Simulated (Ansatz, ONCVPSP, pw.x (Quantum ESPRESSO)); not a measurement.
# pw.x on diamond Si: one setting changed

Potential: optimised norm-conserving Vanderbilt (ONCV), ONCVPSP 4.0.1.1 (patched build), LDA (Perdew-Wang 92); core [Ne], reference 3s2 3p2; waves: 3s: rc 1.60 bohr, ncon 5, nbas 9, qcut 3.2 1/bohr, 1 projector; 3p: rc 1.55 bohr, ncon 4, nbas 8, qcut 5.4 1/bohr, 2 projectors, debl 3.9 Ha; local part: polynomial inside 1.35 bohr (lpopt 5, dvloc0 -1 Ha); core correction: none.

The reference run (k-mesh 9³, cutoffs 100/400 Ry, Fermi–Dirac 0.01 Ry, mixing_beta 0.4, conv_thr 1e-9, no spin) gives -0.59 GPa at 19.694 Å³/atom, where all-electron LAPW gives -0.03 GPa. This run, with its own iteration cap, changes mixing_beta to 0.2.

```
&control
  calculation='scf', prefix='x', pseudo_dir='./', outdir='./tmp', tstress=.true., disk_io='none'
/
&system
  ibrav=0, nat=2, ntyp=1, ecutwfc=100, ecutrho=400, nbnd=11,
  occupations='smearing', smearing='fd', degauss=0.01
/
&electrons
  conv_thr=1e-09, mixing_beta=0.2, electron_maxstep=60
/
ATOMIC_SPECIES
Si 1.0 Si.UPF
CELL_PARAMETERS angstrom
  0.00000000 2.70050288 2.70050288
  2.70050288 0.00000000 2.70050288
  2.70050288 2.70050288 0.00000000
ATOMIC_POSITIONS crystal
Si 0.0000 0.0000 0.0000
Si 0.2500 0.2500 0.2500
K_POINTS automatic
9 9 9 0 0 0
```

```bash
pw.x < Si.scf.in > Si.scf.out
```

How does the run end?

It converges in 9 iterations; the free energy moves by +0.0 meV/atom and the pressure by +0.00 GPa. The result is that of the reference run.

```
Message from routine setup:
     using ibrav=0 with symmetry is DISCOURAGED, use correct ibrav instead
     lattice parameter (alat)  =       7.2170  a.u.
     unit-cell volume          =     265.8034 (a.u.)^3
     number of electrons       =         8.00
     number of Kohn-Sham states=           11
     kinetic-energy cutoff     =     100.0000  Ry
     charge density cutoff     =     400.0000  Ry
     scf convergence threshold =      1.0E-09
     Exchange-correlation= SLA  PW   NOGX NOGC
     number of k points=    35  Fermi-Dirac smearing, width (Ry)=  0.0100
     iteration #  1     ecut=   100.00 Ry     beta= 0.20
     total energy              =     -15.88635219 Ry
     estimated scf accuracy    <       0.06083745 Ry
     iteration #  2     ecut=   100.00 Ry     beta= 0.20
     total energy              =     -15.87488954 Ry
     estimated scf accuracy    <       0.03457657 Ry
     iteration #  3     ecut=   100.00 Ry     beta= 0.20
     total energy              =     -15.87745092 Ry
     estimated scf accuracy    <       0.00059614 Ry
     [... 3 iterations left out ...]
     iteration #  7     ecut=   100.00 Ry     beta= 0.20
     total energy              =     -15.87750942 Ry
     estimated scf accuracy    <       0.00000001 Ry
     iteration #  8     ecut=   100.00 Ry     beta= 0.20
     total energy              =     -15.87750942 Ry
     estimated scf accuracy    <          1.0E-09 Ry
     iteration #  9     ecut=   100.00 Ry     beta= 0.20
     the Fermi energy is     6.4263 ev
!    total energy              =     -15.87750942 Ry
     estimated scf accuracy    <          4.0E-10 Ry
     smearing contrib. (-TS)   =      -0.00034435 Ry
     The total energy is F=E-TS. E is the sum of the following terms:
     one-electron contribution =       4.73482384 Ry
     hartree contribution      =       1.08030646 Ry
     xc contribution           =      -4.80316981 Ry
     ewald contribution        =     -16.88912557 Ry
     convergence has been achieved in   9 iterations
          total   stress  (Ry/bohr**3)                   (kbar)     P=       -5.96
     Message from routine punch:
     Nothing written, as per user request (disk_io='none')
```

The run took about 44 s on one core of a shared host (Neoverse-N1, 64 threads, 124 GiB, load 55).
